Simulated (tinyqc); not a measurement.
Inside a calculation (part 1 of 2). Method: UHF in the sto-6g basis, for CH, spin multiplicity 4. Computed by tinyqc, a small Python program that keeps every step (integrals from PySCF). Settings: charge = 0, multiplicity = 4, basis = sto-6g, energy threshold = 1e-10, iteration cap = 76, orthogonalisation = symmetric, start = atomic densities, DIIS depth = 0, method = UHF. Command: `OMP_NUM_THREADS=1 python tinyqc.py 22810 22811 out.jsonl` (the two numbers bound the seeds that draw the settings). One thread of a shared host (Intel(R) Xeon(R) Processor @ 2.60GHz), about 0.2 s of CPU time with the checks. Later iterations appear only in the table of the cycle.

## One-electron integrals

Geometry (angstrom):
```
atom         x         y         z
C     0.000000  0.000000  0.000000
H     0.000000  0.000000  1.743000
```

Basis sto-6g: exponents (1/bohr^2) and contraction coefficients of normalised primitives:
```
element  l (shell)    exponent  coefficient
C            s (1)  742.737049     0.009164
C            s (1)  136.180025     0.049361
C            s (1)   38.098264     0.168538
C            s (1)   13.087782     0.370563
C            s (1)    5.082369     0.416492
C            s (1)    2.093200     0.130334
C            s (2)   30.497239    -0.013253
C            s (2)    6.036200    -0.046992
C            s (2)    1.876046    -0.033785
C            s (2)    0.721783     0.250242
C            s (2)    0.313471     0.595117
C            s (2)    0.143687     0.240706
C            p (3)   30.497239     0.003760
C            p (3)    6.036200     0.037679
C            p (3)    1.876046     0.173897
C            p (3)    0.721783     0.418036
C            p (3)    0.313471     0.425860
C            p (3)    0.143687     0.101708
H            s (1)   35.523221     0.009164
H            s (1)    6.513144     0.049361
H            s (1)    1.822143     0.168538
H            s (1)    0.625955     0.370563
H            s (1)    0.243077     0.416492
H            s (1)    0.100112     0.130334
```

Overlap, kinetic and nuclear-attraction integrals over the contracted functions; the nuclear repulsion is the sum of Za Zb / Rab.

nuclear repulsion = 1.82160830 hartree

overlap S, lower triangle:
```
           1C 1s     1C 2s    1C 2px    1C 2py    1C 2pz     2H 1s
1C 1s   1.000000
1C 2s   0.243228  1.000000
1C 2px  0.000000  0.000000  1.000000
1C 2py  0.000000  0.000000  0.000000  1.000000
1C 2pz  0.000000  0.000000  0.000000  0.000000  1.000000
2H 1s   0.014417  0.199209  0.000000  0.000000  0.228134  1.000000
```

kinetic energy T (hartree), lower triangle:
```
            1C 1s      1C 2s    1C 2px    1C 2py    1C 2pz     2H 1s
1C 1s   16.068641
1C 2s   -0.492789   0.492405
1C 2px   0.000000   0.000000  1.479234
1C 2py   0.000000   0.000000  0.000000  1.479234
1C 2pz   0.000000   0.000000  0.000000  0.000000  1.479234
2H 1s   -0.005283  -0.005301  0.000000  0.000000  0.032065  0.768522
```

nuclear attraction V (hartree), lower triangle:
```
             1C 1s      1C 2s     1C 2px     1C 2py     1C 2pz      2H 1s
1C 1s   -34.311563
1C 2s    -3.692268  -5.463424
1C 2px    0.000000   0.000000  -5.449399
1C 2py    0.000000   0.000000   0.000000  -5.449399
1C 2pz   -0.006990  -0.076695   0.000000   0.000000  -5.490793
2H 1s    -0.244827  -0.772150   0.000000   0.000000  -0.811694  -3.058550
```

core Hamiltonian H = T + V (hartree), lower triangle:
```
             1C 1s      1C 2s     1C 2px     1C 2py     1C 2pz      2H 1s
1C 1s   -18.242922
1C 2s    -4.185057  -4.971019
1C 2px    0.000000   0.000000  -3.970165
1C 2py    0.000000   0.000000   0.000000  -3.970165
1C 2pz   -0.006990  -0.076695   0.000000   0.000000  -4.011559
2H 1s    -0.250111  -0.777452   0.000000   0.000000  -0.779629  -2.290027
```

## Two-electron integrals

Functions are numbered as in S; the eight-fold symmetry (ij|kl) = (ji|kl) = (kl|ij) leaves the list below.

Two-electron integrals (ij|kl) in chemists' order, unique and non-zero (hartree):
```
(11|11) 3.543743   (21|11) 0.529462   (21|21) 0.100317   (22|11) 0.853596
(22|21) 0.199930   (22|22) 0.624844   (31|31) 0.021271   (32|31) 0.031868
(32|32) 0.138108   (33|11) 0.853598   (33|21) 0.199930   (33|22) 0.624843
(33|33) 0.673218   (41|41) 0.021271   (42|41) 0.031868   (42|42) 0.138108
(43|43) 0.036281   (44|11) 0.853598   (44|21) 0.199930   (44|22) 0.624843
(44|33) 0.600655   (44|44) 0.673218   (51|51) 0.021271   (52|51) 0.031868
(52|52) 0.138108   (53|53) 0.036281   (54|54) 0.036281   (55|11) 0.853598
(55|21) 0.199930   (55|22) 0.624843   (55|33) 0.600655   (55|44) 0.600655
(55|55) 0.673218   (61|11) 0.032767   (61|21) 0.005992   (61|22) 0.011804
(61|33) 0.011762   (61|44) 0.011762   (61|51) 0.000395   (61|52) 0.000779
(61|55) 0.011888   (61|61) 0.000368   (62|11) 0.108376   (62|21) 0.025924
(62|22) 0.093279   (62|33) 0.090899   (62|44) 0.090899   (62|51) 0.002585
(62|52) 0.019439   (62|55) 0.098041   (62|61) 0.001609   (62|62) 0.021650
(63|31) 0.002320   (63|32) 0.013007   (63|53) 0.003486   (63|63) 0.002125
(64|41) 0.002320   (64|42) 0.013007   (64|54) 0.003486   (64|64) 0.002125
(65|11) 0.107321   (65|21) 0.025953   (65|22) 0.098303   (65|33) 0.093848
(65|44) 0.093848   (65|51) 0.004425   (65|52) 0.031012   (65|55) 0.107215
(65|61) 0.001665   (65|62) 0.026834   (65|65) 0.034753   (66|11) 0.303129
(66|21) 0.073700   (66|22) 0.300418   (66|33) 0.288551   (66|44) 0.288551
(66|51) 0.006880   (66|52) 0.072503   (66|55) 0.324151   (66|61) 0.004582
(66|62) 0.100554   (66|65) 0.135621   (66|66) 0.774999
```

## Orthogonalisation

S = U s U^T; symmetric (Loewdin) form X = U s^(-1/2) U^T, so that X^T S X = 1.

eigenvalues of S: 0.650974  0.837061  1.000000  1.000000  1.149277  1.362688

X, lower triangle:
```
            1C 1s      1C 2s    1C 2px    1C 2py     1C 2pz     2H 1s
1C 1s    1.023533
1C 2s   -0.128616   1.040148
1C 2px   0.000000   0.000000  1.000000
1C 2py   0.000000   0.000000  0.000000  1.000000
1C 2pz  -0.002528   0.018844  0.000000  0.000000   1.020946
2H 1s    0.012432  -0.108523  0.000000  0.000000  -0.121194  1.037241
```

## Starting guess

The start is atomic minimal-basis densities projected into this basis (PySCF's MINAO start) and scaled to the electron count of each spin; this density is not idempotent, so its energy is not variational and may lie below the converged one.

D(alpha) at the start, lower triangle:
```
            1C 1s      1C 2s    1C 2px    1C 2py    1C 2pz     2H 1s
1C 1s    1.528796
1C 2s   -0.368238   1.516324
1C 2px   0.000000   0.000000  0.470304
1C 2py   0.000000   0.000000  0.000000  0.470304
1C 2pz   0.003043  -0.012386  0.000000  0.000000  0.455123
2H 1s   -0.011484   0.054897  0.000000  0.000000  0.044361  0.696499
```

D(beta) at the start, lower triangle:
```
            1C 1s      1C 2s    1C 2px    1C 2py    1C 2pz     2H 1s
1C 1s    0.611519
1C 2s   -0.147295   0.606529
1C 2px   0.000000   0.000000  0.188122
1C 2py   0.000000   0.000000  0.000000  0.188122
1C 2pz   0.001217  -0.004955  0.000000  0.000000  0.182049
2H 1s   -0.004594   0.021959  0.000000  0.000000  0.017744  0.278600
```

## Iteration 1: building the Fock matrix

J_ij = sum D_kl (ij|kl) with D = D(alpha) + D(beta), K_ij = sum D_kl (ik|jl) for each spin; F = H + J - K(s); E = tr D H + tr D J / 2 - 0.5 sum_s tr D(s) K(s) + E_nn.

Coulomb J (hartree), lower triangle:
```
            1C 1s     1C 2s    1C 2px    1C 2py    1C 2pz     2H 1s
1C 1s   10.843342
1C 2s    1.923754  4.487339
1C 2px   0.000000  0.000000  4.475364
1C 2py   0.000000  0.000000  0.000000  4.475364
1C 2pz   0.006719  0.072994  0.000000  0.000000  4.511290
2H 1s    0.116961  0.689422  0.000000  0.000000  0.743116  2.582462
```

exchange K(alpha) (hartree), lower triangle:
```
           1C 1s     1C 2s    1C 2px    1C 2py    1C 2pz     2H 1s
1C 1s   5.209725
1C 2s   0.807838  1.172798
1C 2px  0.000000  0.000000  0.571822
1C 2py  0.000000  0.000000  0.000000  0.571822
1C 2pz  0.001905  0.021806  0.000000  0.000000  0.596010
2H 1s   0.055679  0.252939  0.000000  0.000000  0.195104  0.612121
```

exchange K(beta) (hartree), lower triangle:
```
           1C 1s     1C 2s    1C 2px    1C 2py    1C 2pz     2H 1s
1C 1s   2.083890
1C 2s   0.323135  0.469119
1C 2px  0.000000  0.000000  0.228729
1C 2py  0.000000  0.000000  0.000000  0.228729
1C 2pz  0.000762  0.008722  0.000000  0.000000  0.238404
2H 1s   0.022271  0.101176  0.000000  0.000000  0.078042  0.244849
```

F(alpha) (hartree), lower triangle:
```
             1C 1s      1C 2s     1C 2px     1C 2py     1C 2pz      2H 1s
1C 1s   -12.609305
1C 2s    -3.069141  -1.656478
1C 2px    0.000000   0.000000  -0.066623
1C 2py    0.000000   0.000000   0.000000  -0.066623
1C 2pz   -0.002176  -0.025506   0.000000   0.000000  -0.096279
2H 1s    -0.188828  -0.340969   0.000000   0.000000  -0.231617  -0.319687
```

F(beta) (hartree), lower triangle:
```
            1C 1s      1C 2s    1C 2px    1C 2py     1C 2pz     2H 1s
1C 1s   -9.483470
1C 2s   -2.584438  -0.952799
1C 2px   0.000000   0.000000  0.276470
1C 2py   0.000000   0.000000  0.000000  0.276470
1C 2pz  -0.001033  -0.012423  0.000000  0.000000   0.261327
2H 1s   -0.155421  -0.189205  0.000000  0.000000  -0.114555  0.047586
```

total energy of this density = -38.61770571 hartree

This density is the starting one; it is not idempotent, so its energy is not variational and may lie below the converged one.

## Iteration 1: diagonalisation and new density

Diagonalise F' = X^T F X, C = X C', fill 5 alpha and 2 beta electrons from the bottom; D(s) = C_occ C_occ^T. Each column has its largest component positive (the first on a tie).

F' = X^T F X (alpha) (hartree), lower triangle:
```
            1          2          3          4          5          6
1  -12.432857
2   -1.424223  -1.111699
3    0.000000   0.000000  -0.066623
4    0.000000   0.000000   0.000000  -0.066623
5   -0.006723   0.012950   0.000000   0.000000  -0.047638
6    0.004367  -0.189952   0.000000   0.000000  -0.201868  -0.229072
```

orbital energies (alpha) (hartree): MO1 -12.609309, MO2 -0.984148, MO3 -0.324056, MO4 -0.066623, MO5 -0.066623, MO6 0.096247

coefficients C (alpha):
```
             MO1        MO2        MO3       MO4        MO5        MO6
1C 1s   0.999969  -0.242408   0.064701  0.000000   0.000000  -0.037898
1C 2s   0.000094   0.986466  -0.313245  0.000000   0.000000   0.198352
1C 2px  0.000000   0.000000   0.000000  0.188576   0.982059   0.000000
1C 2py  0.000000   0.000000   0.000000  0.982059  -0.188576   0.000000
1C 2pz  0.000059   0.028958   0.494707  0.000000   0.000000   0.901002
2H 1s   0.000543   0.151743   0.764364  0.000000   0.000000  -0.703712
```

F' = X^T F X (beta) (hartree), lower triangle:
```
           1          2         3         4          5         6
1  -9.273726
2  -1.405988  -0.457212
3   0.000000   0.000000  0.276470
4   0.000000   0.000000  0.000000  0.276470
5  -0.009233   0.018620  0.000000  0.000000   0.301580
6   0.018798  -0.140316  0.000000  0.000000  -0.164530  0.116386
```

orbital energies (beta) (hartree): MO1 -9.492518, MO2 -0.290346, MO3 0.059395, MO4 0.276470, MO5 0.276470, MO6 0.410496

coefficients C (beta):
```
              MO1        MO2        MO3       MO4        MO5        MO6
1C 1s    0.991587  -0.261557   0.101073  0.000000   0.000000  -0.049510
1C 2s    0.032828   0.941166  -0.417402  0.000000   0.000000   0.222454
1C 2px   0.000000   0.000000   0.000000  0.999981  -0.006220   0.000000
1C 2py   0.000000   0.000000   0.000000  0.006220   0.999981   0.000000
1C 2pz   0.001019   0.043034   0.461082  0.000000   0.000000   0.918112
2H 1s   -0.004145   0.254960   0.766466  0.000000   0.000000  -0.670818
```

D(alpha) after iteration 1, lower triangle:
```
            1C 1s      1C 2s    1C 2px    1C 2py    1C 2pz     2H 1s
1C 1s    1.062886
1C 2s   -0.259301   1.071238
1C 2px   0.000000   0.000000  1.000000
1C 2py   0.000000   0.000000  0.000000  1.000000
1C 2pz   0.025048  -0.126399  0.000000  0.000000  0.245574
2H 1s    0.013214  -0.089744  0.000000  0.000000  0.382531  0.607278
```

D(beta) after iteration 1, lower triangle:
```
            1C 1s     1C 2s    1C 2px    1C 2py    1C 2pz     2H 1s
1C 1s    1.051656
1C 2s   -0.213617  0.886871
1C 2px   0.000000  0.000000  0.000000
1C 2py   0.000000  0.000000  0.000000  0.000000
1C 2pz  -0.010246  0.040536  0.000000  0.000000  0.001853
2H 1s   -0.070797  0.239824  0.000000  0.000000  0.010968  0.065022
```

Within a degenerate level the vectors are fixed only up to a rotation; this is one choice.

## Iteration 2: building the Fock matrix

As before.

Coulomb J (hartree), lower triangle:
```
            1C 1s     1C 2s    1C 2px    1C 2py    1C 2pz     2H 1s
1C 1s   10.899455
1C 2s    1.942565  4.549640
1C 2px   0.000000  0.000000  4.555650
1C 2py   0.000000  0.000000  0.000000  4.555650
1C 2pz   0.003996  0.056121  0.000000  0.000000  4.537624
2H 1s    0.117907  0.685123  0.000000  0.000000  0.730295  2.462000
```

exchange K(alpha) (hartree), lower triangle:
```
            1C 1s      1C 2s    1C 2px    1C 2py    1C 2pz     2H 1s
1C 1s    3.647562
1C 2s    0.601531   0.994391
1C 2px   0.000000   0.000000  0.874122
1C 2py   0.000000   0.000000  0.000000  0.874122
1C 2pz  -0.001110  -0.035157  0.000000  0.000000  0.489597
2H 1s    0.041063   0.187082  0.000000  0.000000  0.248619  0.585305
```

exchange K(beta) (hartree), lower triangle:
```
            1C 1s     1C 2s    1C 2px    1C 2py    1C 2pz     2H 1s
1C 1s    3.587869
1C 2s    0.531504  0.617399
1C 2px   0.000000  0.000000  0.137431
1C 2py   0.000000  0.000000  0.000000  0.137431
1C 2pz  -0.000496  0.057929  0.000000  0.000000  0.151346
2H 1s    0.030047  0.165061  0.000000  0.000000  0.058173  0.122055
```

F(alpha) (hartree), lower triangle:
```
             1C 1s      1C 2s     1C 2px     1C 2py     1C 2pz      2H 1s
1C 1s   -10.991029
1C 2s    -2.844022  -1.415770
1C 2px    0.000000   0.000000  -0.288637
1C 2py    0.000000   0.000000   0.000000  -0.288637
1C 2pz   -0.001885   0.014584   0.000000   0.000000   0.036468
2H 1s    -0.173267  -0.279411   0.000000   0.000000  -0.297953  -0.413333
```

F(beta) (hartree), lower triangle:
```
             1C 1s      1C 2s    1C 2px    1C 2py     1C 2pz     2H 1s
1C 1s   -10.931336
1C 2s    -2.773995  -1.038777
1C 2px    0.000000   0.000000  0.448054
1C 2py    0.000000   0.000000  0.000000  0.448054
1C 2pz   -0.002499  -0.078502  0.000000  0.000000   0.374719
2H 1s    -0.162251  -0.257390  0.000000  0.000000  -0.107506  0.049918
```

total energy of this density = -38.02601266 hartree

## Iteration 2: diagonalisation and new density

As before.

F' = X^T F X (alpha) (hartree), lower triangle:
```
            1          2          3          4          5          6
1  -10.792593
2   -1.426276  -0.897416
3    0.000000   0.000000  -0.288637
4    0.000000   0.000000   0.000000  -0.288637
5   -0.014061   0.060791   0.000000   0.000000   0.107112
6    0.010887  -0.145678   0.000000   0.000000  -0.280752  -0.321121
```

orbital energies (alpha) (hartree): MO1 -10.994084, MO2 -0.747481, MO3 -0.423903, MO4 -0.288637, MO5 -0.288637, MO6 0.261449

coefficients C (alpha):
```
              MO1        MO2        MO3        MO4       MO5        MO6
1C 1s    0.995488  -0.249108   0.097424   0.000000  0.000000  -0.042193
1C 2s    0.018059   0.942860  -0.426311   0.000000  0.000000   0.198817
1C 2px   0.000000   0.000000   0.000000   0.915509  0.402299   0.000000
1C 2py   0.000000   0.000000   0.000000  -0.402299  0.915509   0.000000
1C 2pz   0.000544   0.023482   0.375538   0.000000  0.000000   0.956974
2H 1s   -0.001986   0.256063   0.827274   0.000000  0.000000  -0.593746
```

F' = X^T F X (beta) (hartree), lower triangle:
```
            1          2         3         4          5         6
1  -10.742045
2   -1.409592  -0.510807
3    0.000000   0.000000  0.448054
4    0.000000   0.000000  0.000000  0.448054
5   -0.002284  -0.042540  0.000000  0.000000   0.415812
6    0.021638  -0.198688  0.000000  0.000000  -0.165909  0.131503
```

orbital energies (beta) (hartree): MO1 -10.932704, MO2 -0.407959, MO3 0.140134, MO4 0.448054, MO5 0.448054, MO6 0.494993

coefficients C (beta):
```
              MO1        MO2        MO3        MO4       MO5        MO6
1C 1s    0.997060  -0.238779   0.112104   0.000000  0.000000  -0.024746
1C 2s    0.011932   0.923170  -0.491095   0.000000  0.000000   0.130471
1C 2px   0.000000   0.000000   0.000000  -0.297933  0.954587   0.000000
1C 2py   0.000000   0.000000   0.000000   0.954587  0.297933   0.000000
1C 2pz   0.000686   0.096933   0.332893   0.000000  0.000000   0.968073
2H 1s   -0.001815   0.276606   0.834293   0.000000  0.000000  -0.574395
```

D(alpha) after iteration 2, lower triangle:
```
            1C 1s      1C 2s    1C 2px    1C 2py    1C 2pz     2H 1s
1C 1s    1.062542
1C 2s   -0.258430   1.071053
1C 2px   0.000000   0.000000  1.000000
1C 2py   0.000000   0.000000  0.000000  1.000000
1C 2pz   0.031278  -0.137946  0.000000  0.000000  0.141580
2H 1s    0.014832  -0.111280  0.000000  0.000000  0.316684  0.749954
```

D(beta) after iteration 2, lower triangle:
```
            1C 1s     1C 2s    1C 2px    1C 2py    1C 2pz     2H 1s
1C 1s    1.051143
1C 2s   -0.208536  0.852385
1C 2px   0.000000  0.000000  0.000000
1C 2py   0.000000  0.000000  0.000000  0.000000
1C 2pz  -0.022461  0.089494  0.000000  0.000000  0.009396
2H 1s   -0.067858  0.255332  0.000000  0.000000  0.026811  0.076514
```

Within a degenerate level the vectors are fixed only up to a rotation; this is one choice.

## Iteration 3: building the Fock matrix

As before.

Coulomb J (hartree), lower triangle:
```
            1C 1s     1C 2s    1C 2px    1C 2py    1C 2pz     2H 1s
1C 1s   10.825790
1C 2s    1.925600  4.504826
1C 2px   0.000000  0.000000  4.511812
1C 2py   0.000000  0.000000  0.000000  4.511812
1C 2pz   0.006716  0.073923  0.000000  0.000000  4.490854
2H 1s    0.116972  0.686644  0.000000  0.000000  0.736155  2.531026
```

exchange K(alpha) (hartree), lower triangle:
```
           1C 1s      1C 2s    1C 2px    1C 2py    1C 2pz     2H 1s
1C 1s   3.644884
1C 2s   0.598210   0.976823
1C 2px  0.000000   0.000000  0.869663
1C 2py  0.000000   0.000000  0.000000  0.869663
1C 2pz  0.000427  -0.049682  0.000000  0.000000  0.409127
2H 1s   0.039988   0.183669  0.000000  0.000000  0.229672  0.669488
```

exchange K(beta) (hartree), lower triangle:
```
           1C 1s     1C 2s    1C 2px    1C 2py    1C 2pz     2H 1s
1C 1s   3.588529
1C 2s   0.530418  0.602782
1C 2px  0.000000  0.000000  0.133807
1C 2py  0.000000  0.000000  0.000000  0.133807
1C 2pz  0.001175  0.096713  0.000000  0.000000  0.156759
2H 1s   0.032081  0.175650  0.000000  0.000000  0.073257  0.140523
```

F(alpha) (hartree), lower triangle:
```
             1C 1s      1C 2s     1C 2px     1C 2py     1C 2pz      2H 1s
1C 1s   -11.062016
1C 2s    -2.857667  -1.443016
1C 2px    0.000000   0.000000  -0.328015
1C 2py    0.000000   0.000000   0.000000  -0.328015
1C 2pz   -0.000701   0.046910   0.000000   0.000000   0.070168
2H 1s    -0.173127  -0.274477   0.000000   0.000000  -0.273146  -0.428489
```

F(beta) (hartree), lower triangle:
```
             1C 1s      1C 2s    1C 2px    1C 2py     1C 2pz     2H 1s
1C 1s   -11.005661
1C 2s    -2.789875  -1.068976
1C 2px    0.000000   0.000000  0.407841
1C 2py    0.000000   0.000000  0.000000  0.407841
1C 2pz   -0.001449  -0.099485  0.000000  0.000000   0.322537
2H 1s    -0.165219  -0.266458  0.000000  0.000000  -0.116731  0.100476
```

total energy of this density = -38.04838708 hartree
